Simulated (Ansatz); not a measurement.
Total energies of Si(SMe)H3 (CH₆SSi) from Ansatz at PBE-D4/def2-TZVPD, gas phase (1 Eh = 27.2114 eV = 2625.5 kJ/mol). The reference geometry is relaxed at PBE-D4/def2-TZVP.

| state | geometry | energy (Eh) |
| --- | --- | --- |
| charge 0 singlet | reference | -729.06963 |
| charge -1 doublet | reference | -729.04159 |
| free Si atom (triplet) | – | -289.22297 |
| free S atom (triplet) | – | -397.93910 |
| free C atom (triplet) | – | -37.79605 |
| free H atom (doublet) | – | -0.49962 |

Question: Work out the vertical electron affinity, to the doublet.

Answer: E(charge 0 singlet) − E(charge -1 doublet) = -729.06963 − (-729.04159) = -0.02804 Eh = -0.76 eV; negative, so the extra electron isn't bound.

Question: What is the binding energy per atom against free atoms?

Answer: Atoms: 1 × (-289.22297) + 1 × (-397.93910) + 1 × (-37.79605) + 6 × (-0.49962) = -727.95584 Eh. Binding: -727.95584 − (-729.06963) = 1.11379 Eh = 30.31 eV, or 3.37 eV for each of 9 atoms (no zero-point energy, no counterpoise term).

At PBE-D4/def2-TZVPD the highest occupied level of the charge -1 doublet lies above zero (up to 2.38 eV). By energy differences it is unbound by 0.76 eV (vertical, against the charge 0 singlet, at PBE-D4/def2-TZVPD) and held by the finite basis.
